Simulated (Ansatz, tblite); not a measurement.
# BH2(OMe) (CH5BO): rung by rung

An exercise on one series of results from a longer session: the logs are not shown, and one member is left open.

The runs use Ansatz 0.2.0, Gaussian basis; as each input shows.

The runs, in order: GFN1-xTB, GFN2-xTB, PBE-D4/def2-TZVP, r2SCAN-D4/def2-TZVP, revPBE-D4/def2-TZVP, LDA/def2-TZVP, LC-ωPBE/def2-TZVP, r2SCAN0-D4/def2-TZVP, HSE06-D4/def2-TZVP, B2PLYP/def2-TZVP, B97M-V/def2-TZVP, PBE-D4/def2-SVP, PBE0-D4/def2-SVP, HF/STO-3G, HF/6-31G, B3LYP-D4/6-31G, CCSD(T)/def2-TZVPP, MP2/def2-TZVP, RPA/def2-TZVP.

### The structure

The geometry is that of the singlet, from an earlier relaxation (PBE0-D4/def2-TZVP).

8 atoms, charge 0, spin multiplicity 1.

Bond lengths: B1–H2 1.204 Å, B1–H3 1.197 Å, B1–O4 1.339 Å, O4–C5 1.413 Å, C5–H6 1.092 Å, C5–H7 1.092 Å, C5–H8 1.093 Å. Angles: H2–B1–H3 122.9°, H2–B1–O4 120.2°, H3–B1–O4 116.9°, B1–O4–C5 122.3°, O4–C5–H6 108.8°, O4–C5–H7 108.9°, O4–C5–H8 111.3°, H6–C5–H7 108.7°, H6–C5–H8 109.6°, H7–C5–H8 109.6°.

PBE0-D4/def2-TZVP was run before; its log isn't repeated, and its numbers join the tables.

The first run:

Tight binding, by tblite at 300 K electronic temperature and without a spin-polarisation term:

```python
tblite.interface.Calculator('GFN1-xTB', numbers, positions, charge=0, uhf=0).singlepoint()
```

Tight binding, by tblite at 300 K electronic temperature and without a spin-polarisation term:

```python
tblite.interface.Calculator('GFN2-xTB', numbers, positions, charge=0, uhf=0).singlepoint()
```

start.molden holds the orbitals of an earlier run on this state, given as this run's starting guess.

The input, in.yaml:

```yaml
crystal:
  periodic: [false, false, false]
  atoms:
    - {symbol: B, position_ang: [0.419807, 1.011865, 0.787670]}
    - {symbol: H, position_ang: [1.551044, 0.750813, 0.469599]}
    - {symbol: H, position_ang: [0.145321, 1.901911, 1.538886]}
    - {symbol: O, position_ang: [-0.600111, 0.295860, 0.298644]}
    - {symbol: C, position_ang: [-0.406836, -0.779088, -0.598569]}
    - {symbol: H, position_ang: [-0.960644, -0.575023, -1.516836]}
    - {symbol: H, position_ang: [-0.801171, -1.691705, -0.147142]}
    - {symbol: H, position_ang: [0.652579, -0.914633, -0.832261]}
basis:
  gaussian: {orbitals: def2-TZVP, initial_orbitals: start.molden}
hamiltonian: {xc: pbe, dispersion: d4}
scf: {omitted_lower_state_checks: [starts]}
output: {orbitals: {seedname: orbitals}}
```

Run with:

```
$ ansatz run in.yaml --threads 4 --pin off --events-out ev --progress --plain --max-ram 3916MiB
```

Among the steps run: PBE-D4/def2-TZVP; r2SCAN-D4/def2-TZVP; revPBE-D4/def2-TZVP; LDA/def2-TZVP; LC-ωPBE/def2-TZVP; r2SCAN0-D4/def2-TZVP; HSE06-D4/def2-TZVP; B2PLYP/def2-TZVP; B97M-V/def2-TZVP; PBE-D4/def2-SVP; PBE0-D4/def2-SVP; HF/STO-3G; HF/6-31G; B3LYP-D4/6-31G; CCSD(T)/def2-TZVPP; MP2/def2-TZVP; RPA/def2-TZVP.

One table of the session follows, with a row left open; its other results are not shown here.

| level | HOMO (eV) | LUMO (eV) | gap (eV) |
| --- | --- | --- | --- |
| HF/STO-3G | -10.28 | 8.45 | 18.73 |
| HF/6-31G | -12.16 | 3.93 | 16.09 |
| LDA/def2-TZVP | -7.16 | -1.59 | 5.57 |
| PBE-D4/def2-SVP | -6.96 | -1.13 | 5.83 |
| PBE-D4/def2-TZVP | -7.11 | -1.33 | 5.77 |
| revPBE-D4/def2-TZVP | -7.08 | -1.23 | 5.84 |
| r2SCAN-D4/def2-TZVP | -7.42 | -0.92 | 6.50 |
| B97M-V/def2-TZVP | -7.56 | -1.09 | 6.47 |
| B3LYP-D4/6-31G | -8.11 | -0.09 | 8.01 |
| PBE0-D4/def2-SVP | -8.50 | -0.10 | 8.40 |
| PBE0-D4/def2-TZVP | ? | ? | ? |
| r2SCAN0-D4/def2-TZVP | -8.81 | -0.08 | 8.73 |
| HSE06-D4/def2-TZVP | -8.19 | -0.72 | 7.47 |
| LC-ωPBE/def2-TZVP | -11.42 | 1.93 | 13.35 |

**Question.** Estimate the row for PBE0-D4/def2-TZVP.

**Answer.** HOMO (eV): -8.60; LUMO (eV): -0.34; gap (eV): 8.26. In the column «HOMO (eV)» it lies between r2SCAN0-D4/def2-TZVP (-8.81) and PBE0-D4/def2-SVP (-8.50).
